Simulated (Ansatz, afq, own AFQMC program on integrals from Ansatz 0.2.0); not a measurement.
Two steps: Ansatz 0.2.0 writes the Fock matrix and Cholesky factors of the valence space, and afq projects on them the lowest state that overlaps trial and start.

```yaml
crystal:
  periodic: [false, false, false]
  atoms:
    - {symbol: C, position_ang: [0.000000, 0.000000, 0.000000]}
    - {symbol: H, position_ang: [0.364650, 0.749992, 0.747980]}
    - {symbol: H, position_ang: [-0.374199, -0.745045, 0.748208]}
    - {symbol: H, position_ang: [-0.362222, 0.746225, -0.752912]}
    - {symbol: H, position_ang: [0.371770, -0.751172, -0.743276]}
basis:
  gaussian: {orbitals: 6-31G}
total_charge: 1
magnetization: {spin_polarized: true, initial_magnetization: 1}
correlation: {method: ccsd_t, electrons: outside_noble_gas, hamiltonian_folder: ham}
```

```sh
$ ansatz run in.yaml --threads 1 --pin off --events-out ev --progress --plain --max-ram 16896MiB --backend cuda --devices 0, --max-vram 18GiB
```

afq runs on the folder ham with

```
--method free --trial cisd --walkers 4000 --time-step 0.03 --max-blocks 4000 --target-error 0.00032 --factor-cut 1e-05 --seed 580 --times 0,0.3,0.6,1.2,1.8,2.4,3.6,4.8,6 --taylor-order 8
```

Times are imaginary, in 1/Eh. The walk had a cap of 61 s.

Log:

```
orbitals 16  electrons 4 3  factors 105 of 255
reference energy -39.73592834 Eh
CCSD correlation -0.10162195 Eh in 9 cycles, weight of the determinant in the CISD state 0.9505
repeat  energy at the last time / Eh  error
    10  -39.839490  0.000044
    20  -39.839456  0.000028
    30  -39.839454  0.000024
time / (1/Eh)  energy / Eh  error  mean overlap
  0.00  -39.837535  0.000009  1.0521
  0.30  -39.838634  0.000009  1.0531
  0.60  -39.839064  0.000014  1.0537
  1.20  -39.839326  0.000013  1.0562
  1.80  -39.839387  0.000012  1.0596
  2.40  -39.839411  0.000015  1.0611
  3.60  -39.839461  0.000018  1.0667
  4.80  -39.839445  0.000026  1.0728
  6.00  -39.839455  0.000023  1.0723
energy -39.839455 +/- 0.000023 Eh
```

The run passed its tests (error under three times the target), which doesn't prove that it has relaxed.

Against this walk (error 0.6 meV) on the same determinant: CCSD(T) 12.4 meV higher, CCSDT(Q) 0.1 meV higher (within the noise), CCSDTQ 0.1 meV lower (within the noise), full CI 0.2 meV lower (within the noise). The error is statistical, and a free projection of finite length keeps a remainder of its start.

Cautions: remainder of the start not in the error.

The walk took 15 s on 1 × NVIDIA H100 80GB HBM3 with 2 threads of AMD EPYC 7R13 Processor (Zen 3), with other jobs on the host (the card was shared). The log's last line is the free-projection energy.

CCSDT and higher add their correlation energy to the determinant of the CCSD(T) run, since their own runs factorise the integrals more tightly (a shift of under 2 meV). A walk keeps the symmetry of its determinant, which the program's search chose and which needn't be the lowest solution, so a lower state of the same spin and another symmetry isn't excluded.
